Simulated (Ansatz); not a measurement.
Ideal-gas functions of carbon monoxide at 400 K and 1 bar, from an Ansatz frequency run at PBE0-D4/def2-TZVP.

Molar mass 28.01 g/mol, point group C∞v (symmetry number 1), electronic degeneracy 1, moments of inertia 8.658 u Å². Harmonic wavenumbers (cm⁻¹, unscaled): 2239.

Use S(trans) = R[1.5 ln M + 2.5 ln T − 1.1517]; rotational temperatures θ = 24.2544 K / I; S(rot) = R[ln(T/σθ) + 1]; for each mode x = 1.438777 ν̃/T, S = R[x/(eˣ − 1) − ln(1 − e⁻ˣ)] and H = RT x/(eˣ − 1); 1 cm⁻¹ = 0.0119627 kJ/mol; R = 8.31446 J/(mol·K).

Q: By hand: the entropy, in J/(mol·K).

A: Translation 156.5. Rotation: θ = 2.8014 K, giving 49.6. Vibration, mode by mode: 0.02, in all 0.0. Electronic 0.0. Sum 206.1 J/(mol·K).

Q: By hand: H − E and G − E in kJ/mol, counted from the electronic energy.

A: Zero-point energy ½ × 2239 × 0.0119627 = 13.4; thermal vibration 0.0; translation, rotation and pV give 3.5 RT = 11.6. H − E = 25.0 kJ/mol, and G − E = 25.0 − 400 × 206.1/1000 = -57.4 kJ/mol.

Vibration gives 0 % of the entropy; all modes have x over 3 and are hardly excited.
